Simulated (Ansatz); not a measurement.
SiBr, quartet: reading a ladder of total energies

Geometry: that of the SiBr, doublet, kept fixed. The doublet lies 2.7 eV lower here.

```csv
atom,x (Å),y (Å),z (Å)
Si,0.0000,0.0000,0.0000
Br,0.0000,0.0000,2.2315
```

Basis cc-pVDZ; Ansatz 0.2.0. Correlated methods freeze the noble-gas cores and the filled d shells of p-block atoms, which leaves 11 electrons in 26 orbitals. Prefix R: restricted or restricted open-shell reference; prefix U: unrestricted. No spin–orbit coupling is included, and no scalar relativity.

Full CI isn't at hand for all of this; UCCSDT(Q) serves as the reference, and is uncertain by about the last step of the cluster series.

Runs differ by some tens of microhartree through their thresholds and, for an open shell, their frozen cores, so steps under 0.03 kcal/mol mean nothing.

```
    level  total energy (hartree)
      UHF            -2861.235202
     UMP2            -2861.386464
    UCCSD            -2861.407079
 UCCSD(T)            -2861.411461
   UCCSDT            -2861.412181
UCCSDT(Q)            -2861.412592
```

**Question.** What is the correlation energy at UCCSDT(Q), and what share of it do UMP2 and UCCSD(T) recover?

**Answer.** E(corr) = -2861.412592 − (-2861.235202) = -0.177390 hartree = -4.827 eV. UMP2: -0.151262 / -0.177390 = 85.27 %. UCCSD(T): -0.176259 / -0.177390 = 99.36 %.

**Question.** By how many kcal/mol does UCCSD(T) miss UCCSDT(Q) (1 hartree = 627.509 kcal/mol), and which steps make up the rest?

**Answer.** -2861.411461 − (-2861.412592) = 0.001131 hartree = 0.71 kcal/mol. Steps: UCCSDT − UCCSD(T) = -0.45, UCCSDT(Q) − UCCSDT = -0.26 kcal/mol. That is within 1 kcal/mol of the reference in this basis, which itself misses far more of the correlation at the basis-set limit.
